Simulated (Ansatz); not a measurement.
C4H5Cl can be A, `C=C=C(C)Cl`, or B, `ClC1C=CC1`.

Gas-phase electronic energies from Ansatz, PBE0-D4/def2-TZVP geometries. CCSD(T)/CBS is the MP2 limit (def2-TZVPP, def2-QZVPP) plus CCSD(T) − MP2 in def2-TZVPP, frozen cores. DFT in def2-TZVPP. B3LYP here is the variant with VWN-RPA as its local correlation; programs differ in this.

Which is lower in electronic energy at CCSD(T)/CBS, and by how much? (An estimate is asked.)

The calculation gave: B, by 4.0 kcal/mol.

Give E(B) − E(A) in kcal/mol with B3LYP-D4, LDA (SPW92), BLYP-D4, PBE0-D4, ωB97M-V, HF/def2-TZVPP, CCSD/def2-TZVPP. (Estimate.)

Computed: B3LYP-D4 1.3, LDA (SPW92) -4.6, BLYP-D4 4.2, PBE0-D4 -4.5, ωB97M-V -3.6, HF/def2-TZVPP -2.1, CCSD/def2-TZVPP -3.8. The order is the other way round with B3LYP-D4, BLYP-D4.

Does the order hold for the free energy at 298.15 K (harmonic terms from PBE0-D4)? (Estimate.)

Computed: Yes: G(B) − G(A) = -1.6 kcal/mol.

Largest T1 diagnostic: 0.011.

In def2-TZVPP, CCSD(T) changes the Hartree–Fock value by −1.4 kcal/mol (the triples alone add +0.3 kcal/mol) and MP2 by −3.1 kcal/mol. From BLYP to BHLYP (50 % exact exchange), in def2-TZVPP and without D4, E(B) − E(A) moves by −6.4 kcal/mol.
